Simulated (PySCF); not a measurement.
**Bond length, frequency and bond energy of BS by level of theory**

State: ²Σ⁺ (doublet), unpaired electrons σ ↑. Set-up: PySCF, no relativity, basis sets B def2-SVPD, S def2-SVPD. De refers to B + S in their high-spin ground configurations, without counterpoise correction. The functionals are run spin-unrestricted. A positive dipole means B(−)S(+).

```json
{"Level": "ROHF", "Re (Å)": "1.603", "ωe (cm⁻¹)": "1274", "De (eV)": "4.28", "μ (D)": "-1.59", "CPU s a point (SCF and correlation, without the integrals)": "0.1"}
{"Level": "ROHF-MP2", "Re (Å)": "1.624", "ωe (cm⁻¹)": "1214", "De (eV)": "5.83", "μ (D)": "n/a", "CPU s a point (SCF and correlation, without the integrals)": "0.18"}
{"Level": "ROHF-SCS-MP2", "Re (Å)": "1.623", "ωe (cm⁻¹)": "1213", "De (eV)": "5.55", "μ (D)": "n/a", "CPU s a point (SCF and correlation, without the integrals)": "n/a"}
{"Level": "ROHF-CCSD", "Re (Å)": "1.623", "ωe (cm⁻¹)": "1212", "De (eV)": "5.22", "μ (D)": "n/a", "CPU s a point (SCF and correlation, without the integrals)": "n/a"}
{"Level": "ROHF-CCSD(T)", "Re (Å)": "1.632", "ωe (cm⁻¹)": "1177", "De (eV)": "5.46", "μ (D)": "n/a", "CPU s a point (SCF and correlation, without the integrals)": "1.9"}
{"Level": "PBE", "Re (Å)": "1.629", "ωe (cm⁻¹)": "1167", "De (eV)": "6.30", "μ (D)": "-0.76", "CPU s a point (SCF and correlation, without the integrals)": "0.56"}
{"Level": "BLYP", "Re (Å)": "1.633", "ωe (cm⁻¹)": "1145", "De (eV)": "5.90", "μ (D)": "-0.78", "CPU s a point (SCF and correlation, without the integrals)": "0.37"}
{"Level": "r²SCAN", "Re (Å)": "1.620", "ωe (cm⁻¹)": "1201", "De (eV)": "6.25", "μ (D)": "-0.97", "CPU s a point (SCF and correlation, without the integrals)": "0.69"}
{"Level": "M06-L", "Re (Å)": "1.619", "ωe (cm⁻¹)": "1208", "De (eV)": "6.29", "μ (D)": "-1.01", "CPU s a point (SCF and correlation, without the integrals)": "0.95"}
{"Level": "PBE0", "Re (Å)": "1.616", "ωe (cm⁻¹)": "1214", "De (eV)": "6.04", "μ (D)": "-0.95", "CPU s a point (SCF and correlation, without the integrals)": "0.74"}
{"Level": "M06", "Re (Å)": "1.621", "ωe (cm⁻¹)": "1195", "De (eV)": "5.97", "μ (D)": "-0.95", "CPU s a point (SCF and correlation, without the integrals)": "0.8"}
```

The bond length runs from 1.603 Å (ROHF) to 1.633 Å (BLYP). De spans 4.28 eV (ROHF, mean field) to 6.30 eV (PBE, GGA). Correlation at CCSD(T) changes the Hartree–Fock bond energy by +1.18 eV; the triples alone change it by +0.24 eV.

Correlated steps freeze 6 core orbitals. Correlated levels converge slowly with the basis: in double zeta they bind strong bonds too weakly, by up to about 1 eV, and carry superposition errors of some tenths. The state was picked by a PBE0 search and need not be the measured ground state.

The whole job (state search and all levels along the bond) took about 1.5 min on 1 thread of Oxide Virtual Turin-like (shared host), peak memory 0.54 GiB.
